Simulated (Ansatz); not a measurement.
**Relaxing RhCl2**

Computed with Ansatz, DFT PBE, scalar-relativistic, plane waves, PAW. Cutoff 420 eV, Γ-centred k mesh, Gaussian smearing, collinear spin, first started from parallel moments.

The start puts RhCl2 on the MoSi2 (C11b) structure type (I4/mmm, No. 139), with Rh in place of Mo, Cl in place of Si, at a guessed volume.

```
Rh Cl
1.0
    -1.82183    1.82183    4.46918
     1.82183   -1.82183    4.46918
     1.82183    1.82183   -4.46918
Rh Cl
1 2
Direct
  0.00000 0.00000 0.00000
  0.66500 0.66500 0.00000
  0.33500 0.33500 0.00000
```

Steps on the 6×6×6 mesh (3 atoms). 12 of 18 steps are shown, and the free energy counts from the last. Trial steps that were taken back and renewals of the plane-wave basis can be among the rows.

```csv
step,ΔF (meV/atom),V (Å³/atom),P (GPa),largest force component (eV/Å)
1,430.7,19.78,-2.03,0.975
3,286.0,18.85,1.40,0.192
4,195.4,18.76,1.49,0.058
6,83.1,18.85,1.34,0.039
7,63.6,19.27,0.12,0.023
9,37.5,19.34,1.69,0.006
10,26.5,20.34,-1.12,0.339
12,6.4,21.50,0.09,0.075
13,5.0,21.79,-0.03,0.014
15,1.3,22.25,0.17,0.007
16,0.5,22.98,0.09,0.012
18,0.0,23.39,0.03,0.006
```

A final relaxation ran on a 20×20×20 mesh. The relaxed crystal, I4/mmm (No. 139):

Space group I4/mmm (No. 139). a = 3.182 Å, b = 3.182 Å, c = 14.155 Å, α = 90.00°, β = 90.00°, γ = 90.00°
| atom | site | symmetry | x | y | z |
| --- | --- | --- | --- | --- | --- |
| Rh | 2a | 4/mmm | 0.0000 | 0.0000 | 0.0000 |
| Cl | 4e | 4mm | 0.5000 | 0.5000 | 0.1094 |

| Item | Value |
| --- | --- |
| Volume per atom | 23.9 Å³ |
| Density | 4.0 g/cm³ |
| Energy over the elements | 0.15 eV/atom |
| Gap on the 20×20×20 mesh | 0 eV (a metal) |
| Net moment per atom | 1.00 μB |
| Largest site moment | 2.08 μB |

Energies over the elements count from the elements' standard structures at the same level (Cl₂ as a molecule), with no empirical corrections.

The final run used a 20×20×20 mesh on its 3-atom cell and 0.10 eV smearing. The k mesh leaves about 4 meV/atom of noise in metals. Weakly bound directions are ill-defined at this level, which has no dispersion term.

A structure relaxed within its symmetry needn't be a true minimum.

Cost: 3 runs of about 7.7 core-minutes in all, on Intel Xeon 6975P-C (Granite Rapids) (shared hosts).